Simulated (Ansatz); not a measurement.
Relaxation of C2HS (4 atoms, charge 0, multiplicity 2), to a largest force component of 0.02 eV/Å in at most 40 steps.

Theory: Ansatz, UKS PBE0-D4/def2-SVP.

```xyz
4
Properties=species:S:1:pos:R:3:forces:R:3
C -0.073 0.220 1.784 0.79 0.64 4.48
C -0.333 -0.002 0.610 -0.73 -0.25 -5.56
S -0.331 0.276 -1.063 -0.33 -0.19 1.30
H 0.738 -0.493 -1.331 0.28 -0.21 -0.21
```

Problem. Where does it end, and by what steps?

Solution. It converged. After 7 steps the energy has fallen by 0.233 eV; C2 moved furthest, 0.20 Å.

```json
{"step": "0", "energy less start (eV)": "0.0000", "largest force component (eV/Å)": "5.565", "accepted": "yes"}
{"step": "1", "energy less start (eV)": "-0.1619", "largest force component (eV/Å)": "1.780", "accepted": "yes"}
{"step": "2", "energy less start (eV)": "-0.1987", "largest force component (eV/Å)": "0.390", "accepted": "yes"}
{"step": "3", "energy less start (eV)": "-0.2101", "largest force component (eV/Å)": "0.284", "accepted": "yes"}
{"step": "4", "energy less start (eV)": "-0.2251", "largest force component (eV/Å)": "0.110", "accepted": "yes"}
{"step": "5", "energy less start (eV)": "-0.2323", "largest force component (eV/Å)": "0.213", "accepted": "yes"}
{"step": "6", "energy less start (eV)": "-0.2326", "largest force component (eV/Å)": "0.029", "accepted": "yes"}
{"step": "7", "energy less start (eV)": "-0.2326", "largest force component (eV/Å)": "0.015", "accepted": "yes"}
```

```xyz
4
Properties=species:S:1:pos:R:3
C -0.179 0.163 1.875
C -0.196 0.138 0.587
S -0.356 0.215 -1.040
H 0.731 -0.515 -1.422
```

Whether the end is a true minimum wasn't checked by a vibrational analysis.

The run took 8.9 s on 1 thread of AMD EPYC 9R45 96-Core Processor (Zen 5), on a shared host, peak memory 0.14 GiB.
